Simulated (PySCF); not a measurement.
**From computed data to an observable: entropy of an ideal gas**

propene cation (C3H6), SMILES CC=C (connectivity only; charge and spin as stated), charge +1, multiplicity 2.

The structure is a stationary point at PBE-D3(BJ)/def2-TZVP. The spin state was assumed, not searched.

PySCF 2.14.0 with PBE-D3(BJ)/def2-TZVP gives the harmonic wavenumbers 141, 232, 397, 720, 830, 884, 941, 1009, 1165, 1223, 1241, 1302, 1365, 1436, 1506, 2812, 2893, 3059, 3070, 3107, 3170 cm⁻¹ and the rotational temperatures 2.1892, 0.4414, 0.3854 K. The molar mass is 42.08 g/mol, the symmetry number 1, the spin multiplicity 2.

Q: Work out the entropy at 298.15 K and 1 atm in the rigid-rotor, harmonic-oscillator model.

A: 
Translation (Sackur–Tetrode at 1 atm): S = R[1.5 ln M + 2.5 ln T − 1.16487] = 155.4 J/(mol K).
Rotation: q = (√π/σ) T^1.5/√(θA θB θC) = 15000, S = R[ln q + 3/2] = 92.4 J/(mol K).
Vibration: with u = 1.4388 ν/T, each mode gives R[u/(e^u − 1) − ln(1 − e^−u)]:
| ν (cm⁻¹) | modes | u | S (J/(mol K)) |
|---|---|---|---|
| 141 | 1 | 0.68 | 11.67 |
| 232 | 1 | 1.12 | 7.80 |
| 397 | 1 | 1.92 | 4.07 |
| 720 | 1 | 3.47 | 1.19 |
| 830 | 1 | 4.01 | 0.77 |
| 884 | 1 | 4.27 | 0.62 |
| 941 | 1 | 4.54 | 0.50 |
| 1009 | 1 | 4.87 | 0.38 |
| 1165 | 1 | 5.62 | 0.20 |
| 1223 | 1 | 5.90 | 0.16 |
| 1241 | 1 | 5.99 | 0.15 |
| 1302 | 1 | 6.28 | 0.11 |
| 1365 | 1 | 6.59 | 0.09 |
| 1436 | 1 | 6.93 | 0.06 |
| 1506 | 1 | 7.27 | 0.05 |
The stiffer modes add less than 0.005 each. Sum 27.8 J/(mol K).
Spin: R ln 2 = 5.8 J/(mol K).
Total 281.4 J/(mol K); the program's own thermochemistry gives 281.4. Translation makes up 55 % and vibration 10 %. Anharmonicity, hindered rotation and orbital degeneracy are left out.
